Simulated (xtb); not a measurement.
xtb input (GFN2-xTB):

```bash
xtb mol.xyz --gfn 2 --sp --chrg 1 --uhf 0
```
mol.xyz:
```
5

C      0.68557570     0.01996936    -0.04302839
O     -0.67114813    -0.11794294     0.00291587
H     -1.09096757     0.74480543    -0.08162056
H      1.12524882     0.98016746     0.19378078
H      1.22144963    -0.90124554     0.12268310
```

Output:

```
           -------------------------------------------------
          |                Calculation Setup                |
           -------------------------------------------------

           -------------------------------------------------
          |                 G F N 2 - x T B                 |
           -------------------------------------------------

        Reference                      10.1021/acs.jctc.8b01176
      * Hamiltonian:
        H0-scaling (s, p, d)           1.850000    2.230000    2.230000
        zeta-weighting                 0.500000
      * Dispersion:
        s8                             2.700000
        a1                             0.520000
        a2                             5.000000
        s9                             5.000000
      * Repulsion:
        kExp                           1.500000    1.000000
        rExp                           1.000000
      * Coulomb:
        alpha                          2.000000
        third order                    shell-resolved
        anisotropic                    true
        a3                             3.000000
        a5                             4.000000
        cn-shift                       1.200000
        cn-exp                         4.000000
        max-rad                        5.000000

          ...................................................
          :                      SETUP                      :
          :.................................................:
          :  # basis functions                  11          :
          :  # atomic orbitals                  11          :
          :  # shells                            7          :
          :  # electrons                        12          :
          :  max. iterations                   250          :
          :  Hamiltonian                  GFN2-xTB          :
          :  restarted?                      false          :
          :  GBSA solvation                  false          :
          :  PC potential                    false          :
          :  electronic temp.          300.0000000     K    :
          :  accuracy                    1.0000000          :
          :  -> integral cutoff          0.2500000E+02      :
          :  -> integral neglect         0.1000000E-07      :
          :  -> SCF convergence          0.1000000E-05 Eh   :
          :  -> wf. convergence          0.1000000E-03 e    :
          :  Broyden damping             0.4000000          :
          :  net charge                          1          :
          :  unpaired electrons                  0          :
          ...................................................

 iter      E             dE          RMSdq      gap      omega  full diag
   1     -7.2240850 -0.722408E+01  0.678E+00    3.52       0.0  T
   2     -7.2257794 -0.169438E-02  0.436E+00    3.43       1.0  T
   3     -7.2222884  0.349092E-02  0.109E+00    3.14       1.0  T
   4     -7.2264534 -0.416497E-02  0.245E-01    3.25       1.0  T
   5     -7.2265290 -0.755929E-04  0.680E-02    3.27       1.0  T
   6     -7.2265331 -0.413388E-05  0.269E-02    3.27       1.7  T
   7     -7.2265359 -0.272171E-05  0.425E-03    3.27      10.5  T
   8     -7.2265359  0.743752E-08  0.200E-03    3.27      22.4  T
   9     -7.2265359 -0.140470E-07  0.794E-04    3.27      56.3  T
  10     -7.2265359 -0.162165E-08  0.644E-05    3.27     694.2  T

   *** convergence criteria satisfied after 10 iterations ***

         #    Occupation            Energy/Eh            Energy/eV
      -------------------------------------------------------------
         1        2.0000           -1.0422449             -28.3609
         2        2.0000           -0.9512809             -25.8857
         3        2.0000           -0.9026405             -24.5621
         4        2.0000           -0.8558273             -23.2882
         5        2.0000           -0.8453630             -23.0035
         6        2.0000           -0.7750369             -21.0898 (HOMO)
         7                         -0.6548660             -17.8198 (LUMO)
         8                         -0.2262978              -6.1579
         9                         -0.1715287              -4.6675
        10                         -0.0914111              -2.4874
        11                          0.0235130               0.6398
      -------------------------------------------------------------
                  HL-Gap            0.1201710 Eh            3.2700 eV
             Fermi-level           -0.7149515 Eh          -19.4548 eV

 SCC (total)                   0 d,  0 h,  0 min,  0.001 sec
 SCC setup                      ...        0 min,  0.000 sec (  5.150%)
 Dispersion                     ...        0 min,  0.000 sec (  1.822%)
 classical contributions        ...        0 min,  0.000 sec (  0.921%)
 integral evaluation            ...        0 min,  0.000 sec ( 12.032%)
 iterations                     ...        0 min,  0.001 sec ( 55.986%)
 molecular gradient             ...        0 min,  0.000 sec ( 18.919%)
 printout                       ...        0 min,  0.000 sec (  4.863%)

         :::::::::::::::::::::::::::::::::::::::::::::::::::::
         ::                     SUMMARY                     ::
         :::::::::::::::::::::::::::::::::::::::::::::::::::::
         :: total energy              -7.163695761616 Eh    ::
         :: gradient norm              0.189731282259 Eh/a0 ::
         :: HOMO-LUMO gap              3.270018443282 eV    ::
         ::.................................................::
         :: SCC energy                -7.226535866332 Eh    ::
         :: -> isotropic ES            0.146474817384 Eh    ::
         :: -> anisotropic ES         -0.012542950027 Eh    ::
         :: -> anisotropic XC          0.006555837582 Eh    ::
         :: -> dispersion             -0.000574353788 Eh    ::
         :: repulsion energy           0.062840104716 Eh    ::
         :: add. restraining           0.000000000000 Eh    ::
         :: total charge               1.000000000000 e     ::
         :::::::::::::::::::::::::::::::::::::::::::::::::::::

           -------------------------------------------------
          |                Property Printout                |
           -------------------------------------------------

    * Orbital Energies and Occupations

         #    Occupation            Energy/Eh            Energy/eV
      -------------------------------------------------------------
         1        2.0000           -1.0422449             -28.3609
         2        2.0000           -0.9512809             -25.8857
         3        2.0000           -0.9026405             -24.5621
         4        2.0000           -0.8558273             -23.2882
         5        2.0000           -0.8453630             -23.0035
         6        2.0000           -0.7750369             -21.0898 (HOMO)
         7                         -0.6548660             -17.8198 (LUMO)
         8                         -0.2262978              -6.1579
         9                         -0.1715287              -4.6675
        10                         -0.0914111              -2.4874
        11                          0.0235130               0.6398
      -------------------------------------------------------------
                  HL-Gap            0.1201710 Eh            3.2700 eV
             Fermi-level           -0.7149515 Eh          -19.4548 eV

     #   Z          covCN         q      C6AA      α(0)
     1   6 C        2.704     0.166    24.412     8.087
     2   8 O        1.658    -0.062    15.314     5.283
     3   1 H        0.805     0.420     0.450     1.054
     4   1 H        0.925     0.225     0.980     1.548
     5   1 H        0.926     0.251     0.872     1.460
Note: The following floating-point exceptions are signalling: IEEE_DENORMAL
normal termination of xtb

 Mol. C6AA /au·bohr⁶  :        130.120579
 Mol. C8AA /au·bohr⁸  :       2807.548769
 Mol. α(0) /au        :         17.431850

Wiberg/Mayer (AO) data.
largest (>0.10) Wiberg bond orders for each atom

 ---------------------------------------------------------------------------
     #   Z sym  total        # sym  WBO       # sym  WBO       # sym  WBO
 ---------------------------------------------------------------------------
     1   6 C    3.629 --     2 O    1.776     4 H    0.932     5 H    0.920
     2   8 O    2.602 --     1 C    1.776     3 H    0.809
     3   1 H    0.824 --     2 O    0.809
     4   1 H    0.949 --     1 C    0.932
     5   1 H    0.937 --     1 C    0.920
 ---------------------------------------------------------------------------

Topologies differ in total number of bonds
Writing topology from bond orders to xtbtopo.mol

molecular dipole:
                 x           y           z       tot (Debye)
 q only:        0.487       0.599       0.062
   full:        0.462       0.810       0.020       2.369
molecular quadrupole (traceless):
                xx          xy          yy          xz          yz          zz
 q only:        3.127      -1.994       0.143       0.639      -0.057      -3.270
  q+dip:        2.537      -2.625       1.300       0.793      -0.029      -3.837
   full:        2.245      -2.626       0.419       0.659      -0.093      -2.664

           -------------------------------------------------
          | TOTAL ENERGY               -7.163695761616 Eh   |
          | GRADIENT NORM               0.189731282259 Eh/α |
          | HOMO-LUMO GAP               3.270018443282 eV   |
           -------------------------------------------------

------------------------------------------------------------------------
------------------------------------------------------------------------
 total:
 SCF:
```

This state (charge 1, singlet) is run at the relaxed geometry of the species with charge 0 and multiplicity 2.
